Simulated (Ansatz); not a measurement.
input.yaml (Ansatz)

```yaml
crystal:
  lattice:
    - [2.4961330189, 0.0, 0.0]
    - [-1.2480665094, 2.1617146056, 0.0]
    - [0.0, 0.0, 4.015529067]
  atoms:
    - { symbol: Co, position: [0.3333333333, 0.6666666667, 0.25] }
    - { symbol: Co, position: [0.6666666667, 0.3333333333, 0.75] }
hamiltonian:
  xc: blyp
  pseudopotentials:
    kind: paw
    azcp:
      Co: "pseudopotentials/Co.paw.azcp"
basis:
  ecutwfc: 420
  fft_grid_basis: typed
kpoints:
  mp_grid: { grid: [24, 24, 13], shift: [0, 0, 0] }
magnetization:
  spin_polarized: false
scf:
  occupations: { method: fermi_dirac, width: 0.1 }
```

Output

```
Engine: ansatz 0.2.0, x86_64-unknown-linux-gnu
Pseudopotentials: kind: paw
Pseudopotential: Co, paw, valence charge 17, recommended cutoff 420 eV (normal) 
Functional definition: BLYP
  parameter beta = 0.0042
  parameter a = 0.04918
  parameter b = 0.132
  parameter c = 0.2533
  parameter d = 0.349
  exchange = b88_x(beta = beta)
  correlation = lyp_c(a = a, b = b, c = c, d = d)
Crystal: 2 atoms, lattice volume = 21.668 Å³
Basis set: ecut = 420 eV, 403 PW (Γ), exchange–correlation on 36×36×54 points (8 copies of the dense FFT grid, shifted against one another)
Bands: 21, of which v1, the nominal top of the filled ones, is band 17 counted from 1 (16 counted from 0)
Symmetry: 24 space group operations
Space group: P63/mmc (ITA 194), of the structure as read, at distance tolerance 2.8e-5 Å
k-points: 427 of 7488
Non-local potential: Co, projectors of the file, l = 0: 3, l = 1: 2, l = 2: 3, l = 3: 1
PAW form: soft (Blöchl's): semilocal exchange-correlation on the pseudo side does not see the compensation charge
PAW frozen core: Co, regenerated for the run's functional, and the local potential with it (the file was generated under x = pbe(κ = 0.804, μ = 0.2195149727645171), c = pbe(β = 0.06672455060314922))
PAW one-centre angular grid: Co, 590 points (default); XC on 64 Gauss nodes
Initial density: superposition of atomic densities (neutral atoms: chi_scale 0, normalization atom), corrected by the library's trained network
Initial wavefunctions: pseudopotential atomic-orbital guess
Functional: x = b88, c = lyp
SCF iter   1: F=—  HF=-10268.180890 eV  |F-HF|=—  |Δ(HF+E_count)|=         —  Δρ=3.54e-2  dr2=1.67e-1  ethr=1.77e-3  ⟨swp⟩=4.5  Hψ=33060  notcnv=0
SCF iter   2: F=—  HF=-10268.161049 eV  |F-HF|=—  |Δ(HF+E_count)|=   1.98e-2  Δρ=1.71e-2  dr2=4.41e-2  ethr=4.90e-4  ⟨swp⟩=2.0  Hψ=13363  notcnv=0
SCF iter   3: F=—  HF=-10268.153816 eV  |F-HF|=—  |Δ(HF+E_count)|=   7.23e-3  Δρ=2.49e-3  dr2=8.75e-4  ethr=1.30e-4  ⟨swp⟩=2.1  Hψ=10949  notcnv=0
SCF iter   4: F=—  HF=-10268.153734 eV  |F-HF|=—  |Δ(HF+E_count)|=   8.21e-5  Δρ=4.63e-4  dr2=1.40e-5  ethr=2.57e-6  ⟨swp⟩=2.1  Hψ=13090  notcnv=0
SCF iter   5: F=—  HF=-10268.153751 eV  |F-HF|=—  |Δ(HF+E_count)|=   1.71e-5  Δρ=4.00e-4  dr2=7.67e-6  ethr=4.13e-8  ⟨swp⟩=2.0  Hψ=13737  notcnv=0
SCF iter   6: F=—  HF=-10268.153748 eV  |F-HF|=—  |Δ(HF+E_count)|=   3.58e-6  Δρ=4.38e-5  dr2=1.83e-7  ethr=2.26e-8  ⟨swp⟩=1.0  Hψ=8967  notcnv=0
SCF iter   7: F=-10268.153748 eV  HF=-10268.153748 eV  |F-HF|=9.68e-10  |Δ(HF+E_count)|=   8.83e-8  Δρ=2.64e-6  dr2=5.42e-10  ethr=2.94e-10  ⟨swp⟩=2.8  Hψ=19937  notcnv=0
SCF 1 converged in 7 iterations: F = -10268.153748 eV  dr2 = 5.42e-10
SCF converged after 7 iterations
Free energy (F): -10268.153748 eV
Harris-Foulkes:  -10268.153748 eV  (|F-HF|=9.68e-10)
Internal energy: -10267.965541 eV  (E = F + TS)
E sigma→0 (E₀):  -10268.059644 eV
Entropy (-TS):   -0.188207 eV (-94.103 meV/atom)
Fermi energy:    19.086692 eV
--- Per-component energies (eV) ---
  E_band       = -469.529164
  E_kinetic    = 909.707455
  E_local      = -5668.451025  (includes V_loc(G=0)·N_el)
  E_nonlocal   = 905.951004
  E_hartree    = 2383.068283
  E_xc         = -315.096118
  E_vxc        = -405.289047  (∫ρ·V_xc dr)
  E_paw        = -3051.539786  (= ΣΔE_a)
  E_vpaw       = -977.584273  (= ΣTr[D̂ρ^β])
  E_aug_tail   = 0.000127  (compensation charges beyond the density's cutoff)
  E_ewald      = -5431.619661
  E_core_change = 0.014181  (= ΣΔE_core)
  E_smearing   = -0.188207  (= −TS)
  E_closure    = 0.000000  (closes the sum)
  Σ components = -10268.153748   (vs F -10268.153748, Δ=0.00e0)
```
